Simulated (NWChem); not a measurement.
All runs are NWChem calculations. System: Na (-1), charge -1, spin multiplicity 1.

Input file:

```
start mol
memory heap 100 mb stack 700 mb global 1900 mb
charge -1
geometry units angstroms nocenter noautoz
  Na     0.000000     0.000000     0.000000
  symmetry group D2h
end
basis spherical
  * library aug-cc-pvtz
end
scf
  rhf
  nopen 0
  maxiter 100
  thresh 1e-7
  semidirect memsize 60000000 filesize 0
end
ccsd
  freeze core 1
  maxiter 60
end
task ccsd(t) energy
```

The output up to the point where the run's verdict is printed (cleaned and shortened):

```
             Northwest Computational Chemistry Package (NWChem) 7.3.0
             --------------------------------------------------------

                                NWChem Input Module
                                -------------------

 Scaling coordinates for geometry "geometry" by  1.889725989
 (inverse scale =  0.529177249)

                             Geometry "geometry" -> ""
                             -------------------------

 Output coordinates in angstroms (scale by  1.889725989 to convert to a.u.)

  No.       Tag          Charge          X              Y              Z
 ---- ---------------- ---------- -------------- -------------- --------------
    1 Na                  11.0000     0.00000000     0.00000000     0.00000000

 Effective nuclear repulsion energy (a.u.)       0.0000000000

            Nuclear Dipole moment (a.u.)
            ----------------------------
        X                 Y               Z
 ---------------- ---------------- ----------------
     0.0000000000     0.0000000000     0.0000000000

      Symmetry information
      --------------------

 Group name             D2h
 Group number             26
 Group order               8
 No. of unique centers     1

      Symmetry unique atoms

     1


 Summary of "ao basis" -> "" (spherical)
 ------------------------------------------------------------------------------
       Tag                 Description            Shells   Functions and Types
 ---------------- ------------------------------  ------  ---------------------
 *                        aug-cc-pvtz                 on all atoms

 Summary of "ao basis" -> "ao basis" (spherical)
 ------------------------------------------------------------------------------
       Tag                 Description            Shells   Functions and Types
 ---------------- ------------------------------  ------  ---------------------
 Na                       aug-cc-pvtz               16       50   6s5p3d2f

                                 NWChem SCF Module
                                 -----------------

  ao basis        = "ao basis"
[...]
  29     -0.0216846050 -3.905D-05  9.930D-03     0.83     0.00     0.82
  30     -0.0217425507 -5.795D-05  1.012D-02     0.83     0.00     0.82
  31     -0.0219391657 -1.966D-04  4.204D-03     0.85     0.00     0.84
  32     -0.0219947543 -5.559D-05  3.751D-03     0.83     0.00     0.82
  33     -0.0219814886  1.327D-05  1.256D-03     0.83     0.00     0.82
  34     -0.0219898022 -8.314D-06  1.069D-02     0.83     0.00     0.82
  35     -0.0219533760  3.643D-05  1.190D-02     0.83     0.00     0.82
  36     -0.0219269368  2.644D-05  1.305D-02     0.83     0.00     0.82
  37     -0.0219928670 -6.593D-05  8.392D-03     0.83     0.00     0.82
  38     -0.0220470676 -5.420D-05  4.883D-03     0.83     0.00     0.82
  39     -0.0221749473 -1.279D-04  4.462D-03     0.83     0.00     0.82
  40     -0.0221914079 -1.646D-05  3.581D-03     0.83     0.00     0.82
  41     -0.0221939738 -2.566D-06  7.943D-04     0.83     0.00     0.82
  42     -0.0222550123 -6.104D-05  4.076D-03     0.85     0.00     0.84
  43     -0.0222615808 -6.569D-06  3.535D-03     0.84     0.00     0.82
  44     -0.0222885605 -2.698D-05  6.103D-03     0.83     0.00     0.82
  45     -0.0223245324 -3.597D-05  6.409D-03     0.83     0.00     0.82
  46     -0.0223458648 -2.133D-05  8.118D-03     0.84     0.00     0.83
  47     -0.0223236307  2.223D-05  2.618D-03     0.86     0.00     0.84
  48     -0.0223482657 -2.464D-05  3.626D-03     0.84     0.00     0.83
  49     -0.0223350204  1.325D-05  3.423D-03     0.85     0.00     0.84
  50     -0.0223846178 -4.960D-05  4.999D-03     0.83     0.00     0.82
  51     -0.0223369705  4.765D-05  4.283D-03     0.84     0.00     0.83
  52     -0.0223741093 -3.714D-05  5.769D-03     0.84     0.00     0.83
  53     -0.0224328292 -5.872D-05  7.312D-03     0.84     0.00     0.83
  54     -0.0223124017  1.204D-04  6.100D-03     0.83     0.00     0.82
  55     -0.0223160419 -3.640D-06  4.150D-03     0.84     0.00     0.82
  56     -0.0222856802  3.036D-05  5.152D-03     0.83     0.00     0.82
  57     -0.0222544346  3.125D-05  1.145D-02     0.83     0.00     0.82
  58     -0.0222370953  1.734D-05  1.119D-02     0.84     0.00     0.82
  59     -0.0222378972 -8.019D-07  5.684D-03     0.84     0.00     0.83
  60     -0.0222561235 -1.823D-05  4.324D-03     0.83     0.00     0.82
                  ****maximum iterations exceeded****
-------------------------------------------------------------------------

 -----------
 CCSD Energy
 -----------
 Reference energy:            -161.763846314788395
 CCSD corr. energy:             -0.022256123496838
 Total CCSD energy:           -161.786102438285241

 --------------------------------
 Spin Component Scaled (SCS) CCSD
 --------------------------------
 Same spin contribution:                 -0.002059769135113
 Same spin scaling factor:                1.130000000000000
 Opposite spin contribution:             -0.020196354361725
 Opposite spin scaling fact.:             1.270000000000000
 SCS-CCSD correlation energy:            -0.027976909162068
 Total SCS-CCSD energy:                -161.791823223950473

 routine      calls  cpu(0)   cpu-min  cpu-ave  cpu-max   i/o
 aoccsd          1     0.00     0.00     0.00     0.00    0.00
 iterdrv         1     0.02     0.02     0.02     0.02    0.00
 pampt          60     0.06     0.06     0.06     0.06    0.00
 t2pm           60     0.10     0.10     0.10     0.10    0.00
 sxy            60     0.18     0.18     0.18     0.18    0.00
 ints      1109760    49.34    49.34    49.34    49.34    0.00
 t2eri        8160     1.82     1.82     1.82     1.82    0.00
 idx2         8160     0.30     0.30     0.30     0.30    0.00
 idx34          60     0.04     0.04     0.04     0.04    0.00
 ht2pm          60     0.13     0.13     0.13     0.13    0.00
 itm            60     0.45     0.45     0.45     0.45    0.00
 pdiis          60     0.03     0.03     0.03     0.03    0.00
 Total                52.46    52.46    52.46    52.46    0.00
```

The run crashed. NWChem stopped with the message: ccsd(t) energy failed.
